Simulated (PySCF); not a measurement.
C₄H₇O (charge -1).
SMILES: `[O-]/C=C\CC`

Torsions of this conformer, `[CH3:1][CH2:2]/[CH:3]=[CH:4]\[O-:5]`: C1–C2–C3–C4 113°.

The closed-shell ground state was solved at several levels (PySCF, density fitting, gas phase, non-relativistic). The structure is a single PBE0-D3(BJ)/def2-SVP conformer in the gas phase; no vibrational or solvent corrections. Where the HOMO energy is positive, the finite basis confines the outermost electrons. No diffuse functions stand in pcJ-1, pcSseg-1 and pcSseg-2, which bears on an anion's orbital energies.

| level | basis functions | total energy (Eh) | HOMO (eV) | LUMO (eV) | gap (eV) |
| --- | --- | --- | --- | --- | --- |
| wB97X-D/def2-SVPD | 159 | -231.6294 | -1.53 | 6.02 | 7.55 |
| B3LYP/pcJ-1 | 205 | -231.8762 | 0.79 | 5.39 | 4.60 |
| B3LYP/pcSseg-2 | 278 | -231.9667 | 0.43 | 4.02 | 3.59 |

Problem. Estimate the row for PBE0/pcSseg-1, a basis of 120 functions; the other rows only guide the guess.

Solution. Total energy -231.5584 Eh, HOMO 0.58 eV, LUMO 5.66 eV, gap 5.08 eV.

Problem. Over all these levels, which gives the widest orbital gap and which the narrowest?

Solution. wB97X-D/def2-SVPD (range-separated hybrid) has the widest, 7.55 eV, and B3LYP/pcSseg-2 (global hybrid, 20 % exact exchange) the narrowest, 3.59 eV. Functional and basis both differ between the two, so the spread mixes both effects.

wB97X-D is run here without its empirical dispersion term; that term would change no orbital, density or response property at a fixed geometry.
